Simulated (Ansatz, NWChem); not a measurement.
## How basis sets differ on C3HN (cyanoacetylene)

C3HN: 5 atoms, total charge 0, spin state singlet. As SMILES, `C#CC#N`. The coordinates come from a PBE0-D4/def2-TZVP relaxation.

Quantity: the dipole moment, in D. The values are calculated.

Measured value to compare with: NIST CCCBDB gives the dipole moment of the gas as 3.72 D.

```tsv
level	kind	program	value (D)	computed − measured	CPU time
HF/STO-3G	Hartree–Fock	Ansatz	3.13	-0.59	0.19 s
HF/3-21G	Hartree–Fock	Ansatz	3.92	+0.20	0.44 s
HF/6-31G* (spherical functions)	Hartree–Fock	Ansatz	4.16	+0.44	1.1 s
HF/def2-SVP	Hartree–Fock	NWChem	4.09	+0.37	2.3 s
HF/def2-SVPD	Hartree–Fock	NWChem	4.16	+0.44	7 s
```

Nearest: HF/3-21G (+0.20 D); farthest: HF/STO-3G (-0.59 D). The measured dipole is a vibrational average, so differences of a few hundredths of a debye mean little. Sets without polarisation functions give poor dipoles. Without the sets that lack polarisation functions the rows with a basis span only 4.09 to 4.16 D. CPU times are rough (shared hosts, several kinds of processor): they show what a rung costs within a factor of a few.
